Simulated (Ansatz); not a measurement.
A nudged elastic band was laid between two geometries of AlClFH3 (6 atoms, charge 0, multiplicity 1).

All numbers below come from Ansatz 0.2.0, RKS PBE-D4/6-31G*.

```json
{
 "movable images": "6",
 "climbing image": "no",
 "spring": "5.0 eV/Å²",
 "optimiser": "quadratic models (default)",
 "start path": "through a guess of the saddle point",
 "force threshold": "0.03 eV/Å",
 "iteration limit": "60",
 "end points": "relaxed"
}
```

First end point:

```xyz
6
Properties=species:S:1:pos:R:3
Al 0.010 -0.096 0.069
Cl 0.007 0.255 2.266
H 1.428 0.153 -0.610
H -1.424 0.074 -0.602
F 0.065 -2.005 0.672
H 0.059 -1.678 1.615
```

Last end point:

```xyz
6
Properties=species:S:1:pos:R:3
Al 0.013 -0.368 -0.165
Cl 0.024 -0.014 2.410
H 1.426 0.218 -0.610
H -1.429 0.135 -0.619
F 0.058 -1.987 0.448
H 0.054 -1.280 1.946
```

Q: Which bonds break or form, and what moves?

A: Bonds broken: F5–H6. Bonds formed: Cl2–H6.

Q: Give the energies along the band, and the barrier.

A: The forces met the threshold. The highest image is number 5 of 0 to 7, 0.123 eV above the first end and 0.013 eV above the last; the last end lies 0.110 eV above the first. No image climbed, so the highest image needn't sit at the top of the path. The orbitals stay closed-shell, which can raise the energy where a bond breaks towards radicals; this wasn't checked here.

```json
{"image": "0", "path coordinate (Å)": "0.00", "energy (eV)": "0.000", "F5–H6 (Å)": "1.00", "Cl2–H6 (Å)": "2.04"}
{"image": "1", "path coordinate (Å)": "0.12", "energy (eV)": "0.009", "F5–H6 (Å)": "1.02", "Cl2–H6 (Å)": "1.90"}
{"image": "2", "path coordinate (Å)": "0.24", "energy (eV)": "0.039", "F5–H6 (Å)": "1.07", "Cl2–H6 (Å)": "1.76"}
{"image": "3", "path coordinate (Å)": "0.36", "energy (eV)": "0.085", "F5–H6 (Å)": "1.14", "Cl2–H6 (Å)": "1.64"}
{"image": "4", "path coordinate (Å)": "0.48", "energy (eV)": "0.119", "F5–H6 (Å)": "1.25", "Cl2–H6 (Å)": "1.53"}
{"image": "5", "path coordinate (Å)": "0.60", "energy (eV)": "0.123", "F5–H6 (Å)": "1.38", "Cl2–H6 (Å)": "1.44"}
{"image": "6", "path coordinate (Å)": "0.72", "energy (eV)": "0.113", "F5–H6 (Å)": "1.52", "Cl2–H6 (Å)": "1.38"}
{"image": "7", "path coordinate (Å)": "0.84", "energy (eV)": "0.110", "F5–H6 (Å)": "1.66", "Cl2–H6 (Å)": "1.35"}
```

Q: What is the geometry of the highest image?

A: 
```xyz
6
Properties=species:S:1:pos:R:3:forces:R:3
Al 0.016 -0.309 -0.085 0.00 -0.01 -0.02
Cl 0.015 -0.001 2.358 0.00 -0.01 0.00
H 1.433 0.190 -0.610 0.00 0.00 0.00
H -1.429 0.114 -0.599 0.00 0.00 0.00
F 0.063 -1.971 0.563 0.00 -0.01 -0.03
H 0.048 -1.319 1.784 0.00 0.02 0.04
```

The band took 5 iterations and roughly 50 core-seconds.

Run time: 51 s on 1 thread of Arm Neoverse V1, with other jobs on the host, peak memory 0.11 GiB.
